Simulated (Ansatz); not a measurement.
How far each method lies from UCCSDT(Q) for H$_{2}$As–AsH⁺, triplet

Geometry: that of the H2As–AsH, doublet, kept fixed. The singlet lies 0.9 eV lower here.

```xyz
5

As    0.0449    0.0284    1.2002
As   -0.0206   -0.0401   -1.2193
H    -1.2955    0.7361    1.3538
H    -0.5789   -1.3514    1.3532
H     0.0639    1.4846   -1.2822
```

Basis cc-pVDZ; Ansatz 0.2.0. Correlated methods freeze the noble-gas cores and the filled d shells of p-block atoms, which leaves 12 electrons in 41 orbitals. Prefix R: restricted or restricted open-shell reference; prefix U: unrestricted. No spin–orbit coupling is included, and no scalar relativity.

Full CI isn't at hand for all of this; UCCSDT(Q) serves as the reference, and is uncertain by about the last step of the cluster series. The frozen core follows each run's orbitals, which can shift R against U totals by a few meV for light atoms and by up to 0.1 eV past Ca.

The UHF ⟨S²⟩ is 2.064, the T1 diagnostic (RCCSD) is 0.0381 and the largest doubles amplitude (RCCSD) is 0.073. The T1 diagnostic (UCCSD) is 0.0222.

| level | E − E(UCCSDT(Q)) (kJ/mol) | wall time |
| --- | --- | --- |
| UHF | 601.0 | – |
| UMP2 | 131.8 | – |
| UCCSD | 21.8 | – |
| UCCSD(T) | 4.5 | 9.5 s |
| UCCSDT | 1.0 | – |

Run but not shown, since their state, orbitals or frozen core can't be matched to the reference's or they repeat it: RHF, RMP2, CISD, RCCSD, RCCSD(T), BCCD(T), RCCSDT, RCCSDT(Q).

Times hold each run's SCF and search for its determinant on a shared host, so for small cases they say little of a method's own cost; they ran on 1 thread of Arm Neoverse V2.
